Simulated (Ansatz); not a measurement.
# Silver, fcc under LDA: convergence with the Methfessel-Paxton smearing

A convergence test of the Methfessel-Paxton smearing width. The geometry was relaxed under LDA beforehand and stays fixed; 7 values are run, from 0.01 to 1.0 eV. Wanted are the values from which on the energy stays within 10 and 1 meV/atom, and the pressure within 0.5 GPa, of the narrowest run. Within the series other settings stay, but some runs also write fields, which adds to their time. Spin polarisation is left out.

Computed with Ansatz 0.2.0 (DFT LDA, plane waves with PAW, scalar-relativistic, unless a step says otherwise).

### 1 The system as given

It takes space group Fm-3m (No. 225, cubic). Conventional cell: a = 3.999 Å, b = 3.999 Å, c = 3.999 Å, α = 90.00°, β = 90.00°, γ = 90.00°. Around Ag (site symmetry m-3m) lie 12 Ag at 2.83 Å.

Coordinates:

```
CELL_PARAMETERS angstrom
0.00000 1.99966 1.99966
1.99966 0.00000 1.99966
1.99966 1.99966 0.00000
ATOMIC_POSITIONS crystal
Ag 0.00000 0.00000 0.00000
```

### 2 Width 0.01 eV

The run at 0.01 eV.

Input file input.yaml:

```yaml
crystal:
  lattice:
    - [0.0, 1.9996579419, 1.9996579419]
    - [1.9996579419, 0.0, 1.9996579419]
    - [1.9996579419, 1.9996579419, 0.0]
  atoms:
    - { symbol: Ag, position: [0.0, 0.0, 0.0] }
hamiltonian:
  xc: lda
  pseudopotentials:
    kind: paw
    azcp:
      Ag: "pseudopotentials/Ag.paw.azcp"
basis:
  ecutwfc: 420
  fft_grid_basis: typed
kpoints:
  mp_grid: { grid: [13, 13, 13], shift: [0, 0, 0] }
magnetization:
  spin_polarized: false
scf:
  occupations: { method: methfessel_paxton, width: 0.01 }
  lower_state_search: "off"
output:
  stress: true
```

Run with:

```
$ ansatz run input.yaml --threads 2 --pin off --max-ram 5120MiB --backend cpu --events-out ev --progress --plain --runs-dir out
```

### 3 Width 0.03 eV

The run at 0.03 eV.

Changes to input.yaml since step 2:

```diff
@@ -21,3 +21,3 @@
 scf:
-  occupations: { method: methfessel_paxton, width: 0.01 }
+  occupations: { method: methfessel_paxton, width: 0.03 }
   lower_state_search: "off"
@@ -25 +25,5 @@
   stress: true
+  write_density: true
+  write_potential: true
+  elf: true
+  volumetric_format: npy
```

### 4 Width 0.1 eV

The run at 0.1 eV.

Changes to input.yaml since step 3:

```diff
@@ -21,3 +21,3 @@
 scf:
-  occupations: { method: methfessel_paxton, width: 0.03 }
+  occupations: { method: methfessel_paxton, width: 0.1 }
   lower_state_search: "off"
@@ -25,5 +25 @@
   stress: true
-  write_density: true
-  write_potential: true
-  elf: true
-  volumetric_format: npy
```

### 5 Width 0.2 eV

The run at 0.2 eV.

Changes to input.yaml since step 4:

```diff
@@ -21,3 +21,3 @@
 scf:
-  occupations: { method: methfessel_paxton, width: 0.1 }
+  occupations: { method: methfessel_paxton, width: 0.2 }
   lower_state_search: "off"
```

### 6 Width 0.3 eV

The run at 0.3 eV.

Changes to input.yaml since step 5:

```diff
@@ -21,3 +21,3 @@
 scf:
-  occupations: { method: methfessel_paxton, width: 0.2 }
+  occupations: { method: methfessel_paxton, width: 0.3 }
   lower_state_search: "off"
```

### 7 Width 0.6 eV

The run at 0.6 eV.

Changes to input.yaml since step 6:

```diff
@@ -21,3 +21,3 @@
 scf:
-  occupations: { method: methfessel_paxton, width: 0.3 }
+  occupations: { method: methfessel_paxton, width: 0.6 }
   lower_state_search: "off"
```

### 8 Width 1.0 eV

The run at 1.0 eV.

Changes to input.yaml since step 7:

```diff
@@ -21,3 +21,3 @@
 scf:
-  occupations: { method: methfessel_paxton, width: 0.6 }
+  occupations: { method: methfessel_paxton, width: 1.0 }
   lower_state_search: "off"
@@ -25 +25,5 @@
   stress: true
+  write_density: true
+  write_potential: true
+  elf: true
+  volumetric_format: npy
```

(Steps that only read results are left out.)

What does the calculation give?

**Answer**, as computed:

```
                                           quantity                       value
       E(σ → 0) stays within 10 meV/atom of 0.01 eV                up to 1.0 eV
                   E(σ → 0) stays within 1 meV/atom                up to 1.0 eV
                      pressure stays within 0.5 GPa                up to 1.0 eV
                                pressure at 0.01 eV                   -0.09 GPa
energy of a separate run on a finer mesh (22×22×22)  -1.3 meV/atom from 0.01 eV
```

In words: The far end, 1.0 eV, lies -0.3 meV/atom and +0.2 GPa from the yardstick. Over the range F shifts by -0.3 meV/atom, while E(σ → 0) shifts by -0.3. This scheme cancels the term in the square of the width, so F moves little up to 0.2 eV. The mesh (13×13×13) is fixed, so the narrowest widths carry a k-point error of their own. The yardstick itself is unsettled by 1.3 meV/atom against the finer mesh, so the thresholds above hold only within this series, and wider smearing, which averages over more states, can land nearer the fine-mesh value than the narrowest does. The cell taken over is 6 % smaller than the measured one (17.06 Å³/atom, COD).
